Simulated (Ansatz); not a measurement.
Computed with Ansatz on PBE0-D4/def2-TZVP structures; ΔE is electronic, products minus reactants. CCSD(T)/CBS is the MP2 limit (def2-TZVPP, def2-QZVPP) plus CCSD(T) − MP2 in def2-TZVPP, frozen cores. This one scheme is used for every species, atoms too. Open shells (•) are unrestricted, without spin–orbit coupling. Spin–orbit coupling would lower the free atoms: a little for Al. Each species was taken in one conformer, which may not be the lowest.

Consider the atomization: `N[PH][AlH2]` → Al• + 5 H• + N• + P•.

```tsv
level	ΔE (kJ/mol)
CCSD(T)/def2-SVP	1987.9
SCS-MP2/def2-TZVPP	2147.4
```

(1) What does CCSD(T)/CBS give? (Best estimate.)

Largest T1 diagnostic among the species: 0.018.

Answers

(1) Ansatz gave: +2204.8 kJ/mol. The listed levels differ from it by -216.9, -57.4 kJ/mol.

From PBE to PBE0 (25 % exact exchange), in def2-TZVPP and without D4, ΔE moves by −35.2 kJ/mol: exact exchange takes away binding that semilocal exchange gives to molecules. In def2-TZVPP, CCSD(T) changes the Hartree–Fock value by +636.5 kJ/mol (the triples alone add +30.8 kJ/mol) and MP2 by +623.8 kJ/mol; breaking electron pairs costs correlation energy, which Hartree–Fock lacks. At CCSD(T), def2-SVP lies −216.9 kJ/mol from the extrapolated value and def2-TZVPP −82.6 kJ/mol: correlation converges slowly with the basis, and small sets miss more of it in the bonded molecule than in its fragments.

For atomizations the MP2-based limit and the directly extrapolated one differ by several kJ/mol either way, and by 10 to 25 for some Ge, Se and Sn compounds, so smaller differences from it don't rank the levels.
